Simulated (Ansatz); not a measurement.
HfZn: from a trial structure to a relaxed crystal

These are results of DFT r2SCAN, scalar-relativistic, plane waves, PAW in Ansatz 0.2.0, not measurements. Cutoff 500 eV, Γ-centred k mesh, Gaussian smearing, no spin polarisation in the final step.

The start puts HfZn on the zinc blende structure type (F-43m, No. 216), with Hf in place of Zn, Zn in place of S, at a guessed volume.

```yaml
crystal:
  lattice:
    - [0.00000, 2.64872, 2.64872]
    - [2.64872, 0.00000, 2.64872]
    - [2.64872, 2.64872, 0.00000]
  atoms:
    - { symbol: Hf, position: [0.00000, 0.00000, 0.00000] }
    - { symbol: Zn, position: [0.75000, 0.75000, 0.75000] }
```

Cell and atoms relax at zero pressure; the relaxation can't lower the symmetry of the start. After a coarse first stage the cell is made exact in the group found at 0.06 Å.

Energies over the elements count from the elements' standard structures at the same level, with no empirical corrections.

What does it relax into?

It keeps F-43m (No. 216). The result has the zinc blende structure. Conventional cell: a = 5.939 Å. Hf is coordinated by 4 Zn at 2.57 Å; Zn is coordinated by 4 Hf at 2.57 Å.

```xyz
2
Lattice="0.0000 2.9697 2.9697 2.9697 0.0000 2.9697 2.9697 2.9697 0.0000" Properties=species:S:1:pos:R:3 pbc="T T T"
Hf    0.0000    0.0000    0.0000
Zn    4.4545    4.4545    4.4545
```

What are its volume, energy, density and gap?

The volume per atom is 26.19 Å³, the density is 7.73 g/cm³ and the energy over the elements is 1.34 eV/atom. The gap on the 16×16×16 mesh is 0 eV (a metal).

The final run used a 16×16×16 mesh on its 2-atom cell and 0.10 eV smearing. For metals, differences of a few meV/atom aren't resolved. Spin–orbit coupling is left out. Symmetry constrained the relaxation, so the result can be a saddle point. The steps took of the order of 120 core-seconds in all.

Cost: 3 runs of about 1.9 core-minutes in all, on Intel Xeon 6975P-C (Granite Rapids) (shared hosts).